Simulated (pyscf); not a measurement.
Single points on ωB97X-D3(BJ)/def2-SVP structures (PySCF, gas phase). Correlated levels are frozen-core, on RHF or UHF. ΔMP2 is the change of the MP2 total energy from the triple- to the quadruple-zeta basis.

Problem. PBE/def2-TZVP puts the barrier of •H₂C–CH₂–Br (SMILES [CH2]CBr) -> H₃C–CH•–Br (SMILES C[CH]Br) (hydrogen shift; doublet surface; C–H broken, C–H formed) at 167.0 kJ/mol and the reaction energy at -7.4 kJ/mol, from the reactant's lowest minimum found. What do r²SCAN/def2-TZVP, PBE0-D3(BJ)/def2-TZVP, CCSD(T)/def2-TZVPP + ΔMP2(QZVPP) give on the same structures?

Solution. r²SCAN: ΔE‡ = 183.1 kJ/mol, ΔE = -6.0 kJ/mol; PBE0-D3(BJ): ΔE‡ = 179.8 kJ/mol, ΔE = -7.9 kJ/mol; CCSD(T): ΔE‡ = 188.5 kJ/mol, ΔE = -5.7 kJ/mol. PBE's barrier lies under all of them, by 12.8 to 21.5 kJ/mol. Its reaction energy matches one of them and lies within 1.8 kJ/mol of the others. Low barriers are usual for a GGA, whose delocalisation error favours stretched bonds. The same reactants have a lower exit, to H₂C=CH₂ + Br• (no saddle counted: cutting one bond, which may have a small barrier of its own, costs +34.5 kJ/mol at ωB97M-D3(BJ), against +184.7 kJ/mol here). One saddle was located; it need not be the lowest between these sides. The CCSD(T) − MP2 part came from Ansatz, without density fitting, on the same reference. The frozen core leaves the outer d or s,p core shells of the metals and heavy elements correlated in the MP2 and CC values, and def2-TZVPP describes them poorly, which can shift differences by a few kcal/mol. Elements up to Kr have no core potential and no relativistic terms here.
